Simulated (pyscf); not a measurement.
**Four-centre exchange: H₃Ge–SnH₃ + HF -> F–GeH₂–SnH₃ + H₂**

Gas phase, singlet surface, charge 0. Bonds broken: Ge2–H6, F9–H10. Bonds formed: Ge2–F9, H6–H10. Single points on ωB97X-D3(BJ)/def2-SVP structures (PySCF, gas phase).

Transition state (Å):

```xyz
10

Sn    -1.5552    -1.3686    -0.1683
Ge    -0.5750     0.9606     0.2759
H     -0.3316    -2.3037    -0.8969
H     -2.8876    -1.2187    -1.2152
H     -2.0446    -2.1318     1.2854
H      1.0216     1.5893    -0.4778
H      0.3220     0.9918     1.5428
H     -1.4676     2.2008     0.3191
F     -0.5002     0.9239    -1.8181
H      0.5474     1.3661    -1.2407
```

One imaginary mode, 1169i cm⁻¹; descent along it reached the two sides named.

```csv
bond,change,reactant side (Å),saddle,product side
Ge2–H6,breaks,1.546,1.874,4.0
F9–H10,breaks,0.927,1.275,2.368
Ge2–F9,forms,3.1,2.096,1.761
H6–H10,forms,2.186,0.926,0.761
```

Electronic energies relative to the separated reactants (kJ/mol):

| level | barrier | reaction energy | reverse barrier |
|---|---|---|---|
| ωB97X-D3(BJ)/def2-TZVP | 154.3 | -36.2 | 190.5 |
| PBE/def2-TZVP | 128.9 | -33.5 | 162.4 |
| r²SCAN/def2-TZVP | 138.8 | -39.2 | 178.0 |
| B3LYP-D3(BJ)/def2-TZVP | 147.9 | -38.1 | 186.0 |
| PBE0-D3(BJ)/def2-TZVP | 149.2 | -26.6 | 175.8 |
| M06-2X/def2-TZVP | 149.1 | -51.9 | 201.0 |
| ωB97M-D3(BJ)/def2-TZVP | 155.9 | -31.9 | 187.9 |
| HF/def2-TZVP | 226.5 | -32.8 | 259.2 |

With ωB97M-D3(BJ)/def2-TZVP energies and thermal terms (ideal gas, 1 atm, RRHO with modes under 100 cm⁻¹ raised to 100, one conformer, R ln 2 for chiral ones without a mode under 150 cm⁻¹), in kJ/mol:

```csv
T (K),ΔH‡,ΔG‡,ΔH,ΔG
298,149.4,187.5,-41.1,-37.3
600,148.4,226.7,-38.7,-34.3
900,149.4,265.7,-36.8,-32.6
1200,151.3,304.1,-35.6,-31.4
```

At the saddle there is also a short Ge–H contact that neither side keeps. The same reactants have a lower exit, to F–SnH₂–GeH₃ + H₂ (barrier +110.4 kJ/mol at ωB97M-D3(BJ)/def2-TZVP, against +155.9 kJ/mol here). One saddle was located; it need not be the lowest between these sides. Elements up to Kr have no core potential and no relativistic terms here. Elements past Kr carry the def2 core potentials, without spin-orbit coupling.
